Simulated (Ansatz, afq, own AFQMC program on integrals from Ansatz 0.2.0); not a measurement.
Two steps: Ansatz 0.2.0 writes the Fock matrix and Cholesky factors of the valence space, and afq projects on them the lowest state that overlaps trial and start.

```yaml
crystal:
  periodic: [false, false, false]
  atoms:
    - {symbol: Au, position_ang: [0.264833, -0.257510, 0.034062]}
    - {symbol: O, position_ang: [1.739891, -1.885640, 0.604369]}
    - {symbol: H, position_ang: [1.046407, -2.529662, 0.910644]}
    - {symbol: H, position_ang: [1.980419, -1.459978, 1.472925]}
basis:
  gaussian: {orbitals: def2-TZVP}
magnetization: {spin_polarized: true, initial_magnetization: 3}
correlation: {method: ccsd_t, electrons: outside_noble_gas, hamiltonian_folder: ham}
```

```sh
$ ansatz run in.yaml --threads 1 --pin off --events-out ev --progress --plain --max-ram 24576MiB --backend cuda --devices 0, --max-vram 18GiB
```

Options of the walk:

```
--method phaseless --trial cisd --walkers 3200 --populations 20 --least-time 60 --time-step 0.005 --steps-per-block 50 --equilibration-blocks 40 --max-blocks 4000 --target-error 0.00026 --factor-cut 1e-05 --start spin_pure --seed 3265 --release-times 0.24,0.6,1.2,1.8,2.6 --release-step 0.04 --release-every 4 --taylor-order 6
```

Times are imaginary, in 1/Eh. The walk had a cap of 526 s. With eight or more populations the least sampling time is a fifth of least-time, and the error comes from their spread. Core potentials past Kr, no spin–orbit coupling.

Output of the walk:

```
orbitals 78  electrons 11 8  factors 612 of 680
reference energy -210.65778842 Eh
CCSD correlation -0.50209348 Eh in 30 cycles, weight of the determinant in the CISD state 0.8320
energy of the start -211.159520 Eh
 block  time / (1/Eh)  mean weight  energy / Eh
     1     0.250  0.9990  -211.152998
     2     0.500  1.0003  -211.160816
     3     0.750  0.9996  -211.166392
     4     1.000  0.9996  -211.169382
     5     1.250  1.0002  -211.169414
     9     2.250  1.0003  -211.174564
    15     3.750  1.0000  -211.173017
    23     5.750  1.0000  -211.174354
    31     7.750  1.0005  -211.174173
    39     9.750  0.9995  -211.175039
    47    11.750  1.0001  -211.174216
    55    13.750  1.0002  -211.175844
    63    15.750  0.9998  -211.173886
    71    17.750  1.0000  -211.173784
    79    19.750  1.0002  -211.175074
    81    20.250  1.0001  -211.177437
    87    21.750  0.9992  -211.175254
    95    23.750  1.0000  -211.174168
   103    25.750  1.0005  -211.172887
   105    26.250  1.0003  -211.170354
   109    27.250  0.9998  -211.173922
error from the spread of 20 populations
released: time / (1/Eh)  energy / Eh  error  mean overlap
  0.24  -211.174981  0.000362  0.9963
  0.60  -211.175085  0.000399  0.9928
  1.20  -211.175326  0.000402  0.9888
  1.80  -211.175756  0.000485  0.9828
  2.60  -211.175608  0.001250  0.9667
energy -211.174502 +/- 0.000223 Eh
(rows thinned)
```

The run passed its tests (sampling time, drift between the halves within three errors, error under three times the target), which doesn't prove that it has relaxed, ending at its cap on processor time. The second half of the sampling lies above the first by 1.7 errors of their difference, so the energy may still be moving and its error bar be too small.

Against this walk (error 6.1 meV) on the same determinant: CCSD(T) 20.3 meV higher. The error is statistical and leaves out the bias of the constraint. None of these is a sure reference here. Released to 1.20 1/Eh the energy moves by -22 ± 13 meV (both errors), within twice the noise.

Cautions: constraint bias not in the error; no spin-orbit coupling; outer-core shells of the metal frozen; higher spins were not checked.

The walk took 8.8 min on 1 × NVIDIA H100 80GB HBM3 with 2 threads of AMD EPYC 7R13 Processor (Zen 3), with other jobs on the host (the card was shared). The log's last line is the phaseless energy.
